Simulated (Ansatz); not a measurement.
Molecule: methanol, CH₄O, net charge 0, singlet state. SMILES: OC
Geometry from a B3LYP-D3(BJ)/def2-TZVP (Ansatz, a program for electronic structure) optimisation:
```
C
H 1 1.0891
H 1 1.0957 2 108.34
H 1 1.0957 2 108.34 3 -117.92
O 1 1.4207 2 106.80 3 121.04
H 5 0.9621 1 108.72 2 -180.00
```

Wanted: vertical ionisation energy to the doublet, in eV. Conventions: 6-311+G** with 5d; no dispersion term unless named; valence correlation only; 6-31G* and kin with 6d, 5d where marked; non-relativistic; each state is the SCF solution reached for its charge and spin; no spin-orbit coupling; open shells spin-unrestricted. Basis-set limits of correlation are two-point, X^-3; Hartree-Fock from the larger set. [CCSD(T)-MP2]/basis is that difference in the basis named. Ab initio and DFT rows: single points at B3LYP-D3(BJ) geometries (Ansatz).

Measured values: CCCBDB table in ASE; they hold spin-orbit and core effects. 

Value to compare with, the measured value: 10.96 eV.

```csv
level,program,vertical ionisation energy to the doublet (eV),error
B3LYP/STO-3G,Ansatz,8.44,-2.52
B3LYP/3-21G,Ansatz,10.33,-0.63
B3LYP/6-31G*,Ansatz,10.65,-0.31
B3LYP/6-311+G**,Ansatz,10.94,-0.02
B3LYP/def2-TZVPD,Ansatz,10.92,-0.04
"RI-MP2/CBS(aug-cc-pVTZ,aug-cc-pVQZ)+[CCSD(T)-MP2]/aug-cc-pVTZ",Ansatz,11.19,0.23
```

Among the 4 habitual levels, B3LYP/STO-3G lies farthest from the measured value (-2.52 eV) and B3LYP/6-311+G** nearest (-0.02); 0 of 4 lie above it, and their mean absolute error is 0.87 eV, the median 0.47. One case shows no general order.

The sets are all those run for this method; runs whose electronic state is in doubt are left out.
